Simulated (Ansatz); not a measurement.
The input, for Ansatz 0.2.0:

```yaml
crystal:
  periodic: [false, false, false]
  atoms:
    - {symbol: Ge, position_ang: [0.000000, -0.039495, 0.349357]}
    - {symbol: F, position_ang: [0.000000, 0.079196, -1.391730]}
    - {symbol: H, position_ang: [0.000000, 1.353574, 1.054945]}
basis:
  gaussian: {orbitals: cc-pVDZ}
total_charge: 1
magnetization: {spin_polarized: false, initial_magnetization: 3}
correlation: {method: bccd_t, electrons: outside_noble_gas}
```

```sh
$ ansatz run in.yaml --threads 1 --pin off --events-out ev --progress --plain --max-ram 4096MiB --backend cpu
```

(1) Roughly how long does this take on 1 thread of AMD EPYC 7R13, shared host, and how much host memory?

```
501 factors; integrals over basis functions are off by at most 1.2e-3 eV
mean field evaluation 1: about -59171.2665 eV, gradient 6.0e1 eV
mean field evaluation 2: about -59171.2711 eV, gradient 6.0e1 eV
mean field evaluation 4: about -59178.3380 eV, gradient 2.3e1 eV
mean field evaluation 8: about -59179.8684 eV, gradient 4.6e-1 eV
mean field evaluation 16: about -59178.3282 eV, gradient 2.3e1 eV
mean field evaluation 32: about -59180.5614 eV, gradient 1.5e0 eV
mean field evaluation 64: about -59177.7009 eV, gradient 3.1e-1 eV
mean field evaluation 96: about -59180.5761 eV, gradient 5.7e-4 eV
mean field evaluation 128: about -59177.5279 eV, gradient 2.2e-6 eV
mean field evaluation 160: about -59180.5830 eV, gradient 4.6e-1 eV
...
mean field -59180.58654285 eV, -2174.8464414074 hartree, gradient 3.4e-6 eV, S^2 3.750000; 18 other end points of the search recorded, 0 dependent functions left out
...
determinant -59180.58654285 eV, -2174.8464414074 hartree, with singles and doubles -59186.50107959 eV, -2175.0637966235 hartree
determinant -59180.57606336 eV, -2174.8460562933 hartree, with singles and doubles -59186.54971973 eV, -2175.0655841160 hartree
determinant -59179.86922208 eV, -2174.8200803555 hartree, with singles and doubles -59186.66879988 eV, -2175.0699602306 hartree
determinant -59179.59669170 eV, -2174.8100650485 hartree, with singles and doubles -59186.50767818 eV, -2175.0640391172 hartree
determinant -59177.70164581 eV, -2174.7404233968 hartree, with singles and doubles -59183.89238638 eV, -2174.9679289165 hartree
determinant -59177.52788489 eV, -2174.7340378008 hartree, with singles and doubles -59183.69268189 eV, -2174.9605899116 hartree
determinant -59180.58654285 eV, -2174.8464414074 hartree, with singles and doubles -59186.50174208 eV, -2175.0638209697 hartree
determinant -59180.57606336 eV, -2174.8460562933 hartree, with singles and doubles -59186.71300633 eV, -2175.0715847878 hartree
determinant -59179.86922208 eV, -2174.8200803555 hartree, with singles and doubles -59186.72780759 eV, -2175.0721287238 hartree
determinant -59179.59669170 eV, -2174.8100650485 hartree, with singles and doubles -59186.82017769 eV, -2175.0755232627 hartree
...
determinant -59179.72021222 eV, -2174.8146043439 hartree, with singles and doubles -59186.76733705 eV, -2175.0735814048 hartree
determinant -59179.72021222 eV, -2174.8146043439 hartree, with singles and doubles -59186.78445802 eV, -2175.0742105888 hartree
15 core orbitals not correlated: weight in the atoms' cores, before any rotation towards them, 0.976 or more for the frozen orbitals, at most 0.033 for the correlated occupied ones
reference -59179.86922208 eV, -2174.8200803555 hartree; 7, 4 occupied and 24, 27 virtual orbitals, 501 factors
second order -6.42504941 eV of doubles, -0.06504005 eV of singles
...
cycle  10  -6.90023826 eV  change   -4.4e-3 eV  update   2.5e-3
cycle  11  -6.90615792 eV  change   -5.9e-3 eV  update   1.9e-3
cycle  12  -6.89737649 eV  change    8.8e-3 eV  update   1.4e-3
cycle  13  -6.89826734 eV  change   -8.9e-4 eV  update   5.7e-4
cycle  14  -6.89901302 eV  change   -7.5e-4 eV  update   3.0e-4
cycle  15  -6.89842546 eV  change    5.9e-4 eV  update   1.8e-4
cycle  16  -6.89822391 eV  change    2.0e-4 eV  update   6.6e-5
cycle  17  -6.89827468 eV  change   -5.1e-5 eV  update   2.6e-5
cycle  18  -6.89832055 eV  change   -4.6e-5 eV  update   1.2e-5
cycle  19  -6.89832823 eV  change   -7.7e-6 eV  update   7.6e-6
perturbative correction -0.19165286 eV, -0.0070431128 hartree
Total energy: -59186.95920318 eV, -2175.0806323550 hartree
```

The determinant lies 0.72 eV above the lowest one of its kind in the log. The singles that turn the determinant into the Brueckner one have T1 = 0.119.

## Answers

(1) 13 s wall and 0.15 GiB.
